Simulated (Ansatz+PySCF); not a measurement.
A calculation with PySCF 2.14.0.

```python
from pyscf import gto, scf, cc

mol = gto.M(atom="""
C 0.850460 0.000000 0.000000
C -0.425230 0.736520 0.000000
C -0.425230 -0.736520 0.000000
H 2.032000 0.000000 0.000000
H -1.016000 1.759760 0.000000
H -1.016000 -1.759760 0.000000
""", basis='def2-svp', charge=1, spin=0)
mf = scf.UHF(mol)
mf.kernel()
mycc = cc.CCSD(mf, frozen=3).run()
et = mycc.ccsd_t()
print(mf.e_tot, mycc.e_corr, et, mycc.e_tot + et)
```

The script is written out from the run's settings.

Results

```yaml
Converged: yes
Reference_energy: -114.86407 hartree
CCSD_correlation_energy: -0.39252 hartree
Triples_correction: -0.01900 hartree
Total_energy: -115.27559 hartree
```
